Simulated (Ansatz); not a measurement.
A calculation on chalcopyrite CuGaSe2 returned lattice constant a 5.609 Å, lattice parameter c 11.095 Å, equilibrium volume per atom 21.81 Å³/atom, bulk modulus 69.7 GPa, cohesive energy 3.52 eV/atom, formation enthalpy -0.575 eV/atom.

For reference: lattice constant a 5.619 Å (measured, 293 K, no zero-point or thermal correction, our sources range from 5.596 to 5.619; as tabulated in Souilah et al., J. Solid State Chem. 183, 2274 (2010), by the Crystallography …); lattice parameter c 11.026 Å (measured, 293 K, no zero-point or thermal correction; as tabulated in Souilah et al., J. Solid State Chem. 183, 2274 (2010), by the Crystallography …).

### Question
Which level of theory produced these numbers?
A) revPBE (Ansatz (an electronic-structure program))
B) PBE-D3(BJ) (Ansatz)
C) rVV10 (Ansatz)
D) r²SCAN (Ansatz)

### Answer
D, r²SCAN (Ansatz)

The others give: PBE-D3(BJ) 5.595 Å, 11.105 Å, 21.73 Å³/atom, 68.2 GPa, 3.66 eV/atom, -0.429 eV/atom; rVV10 5.701 Å, 11.326 Å, 23.01 Å³/atom, 59.6 GPa, 3.54 eV/atom, -0.448 eV/atom; revPBE 5.725 Å, 11.354 Å, 23.26 Å³/atom, 54.4 GPa, 2.97 eV/atom, -0.448 eV/atom.

Unless a cell is named, each level is at its own relaxed cell (PBE-D3(BJ) 21.73, r²SCAN 21.82, revPBE 23.26, rVV10 23.01 Å³/atom).

Caveats: an element that serves as reference has a cell well above its measured volume (revPBE). Ansatz's density-functional and Hartree–Fock values are scalar-relativistic unless marked +SOC, with PAW data made under PBE.
